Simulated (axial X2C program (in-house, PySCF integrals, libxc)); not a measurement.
**CO⁺ along the bond: TPSSh, 2c**

Computed with an axial X2C code built on PySCF integrals. Two-component (2c) means X2C with spin–orbit coupling and atomic mean-field two-electron Coulomb and Gaunt terms. Basis: O dyall-av3z [7s6p3d2f], C dyall-v3z [7s6p2d1f] (cores contracted in-house); Gaussian nuclei, density fitting, unrestricted open shells. Masses: O 15.995 u, C 12.000 u.

State: Ω = 1/2 (⟨Sz⟩ = 0.50, ⟨Lz⟩ = 0.00 at TPSSh). Dipoles are positive if C is the positive end and refer to the centre of mass.

```
R (Å)  μ (D)  HOMO (eV)  LUMO (eV)
0.963  2.409     -23.18     -17.83
1.007  2.484     -23.11     -17.83
1.041  2.537     -23.05     -17.83
1.074  2.586     -22.99     -17.83
1.107  2.633     -22.86     -17.84
1.146  2.683     -22.49     -17.85
1.185  2.729     -22.15     -17.86
1.234  2.781     -21.74     -17.88
1.295  2.836     -21.27     -17.91
1.384  2.901     -20.63     -17.92
```

Question: The minimum lies at 1.114 Å. What is the dipole moment there?

Answer: At TPSSh, 2c, with the sign and origin stated: μ = 2.64 D.

One determinant describes the state; a PBE0 search over occupations chose it and may have missed a lower one. Density functionals use the spin component along the axis (collinear).
